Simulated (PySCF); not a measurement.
How methods differ on the ionisation energy of Ar

Ar [Ar] (1S) → Ar⁺ [Ne] 3s2 3p5 (2P), as a difference of total energies. All numbers are calculated (PySCF 2.14, scalar relativity by spin-free X2C-1e, in an uncontracted even-tempered set (23 s from 0.01 bohr⁻², ratio 2.5; 15 p from 0.013 bohr⁻², ratio 2.5; 6 d from 0.91 bohr⁻², ratio 2.7; 5 f from 1.4 bohr⁻², ratio 2.7)). Correlated levels: outer shells: 1s2 frozen; virtual orbitals above 40 to 60 times the deepest correlated orbital energy dropped. The calculations carry no spin-orbit coupling.

Order these methods by the ionisation energy they give, lowest first.
A. r2SCAN0
B. PBE0
C. r2SCAN
D. MP2 (outer shells)

D (15.360 eV), B (15.715 eV), A (15.736 eV), C (15.767 eV).

For comparison: 15.819 eV (measured; NIST levels, between the centres of gravity of the two terms).
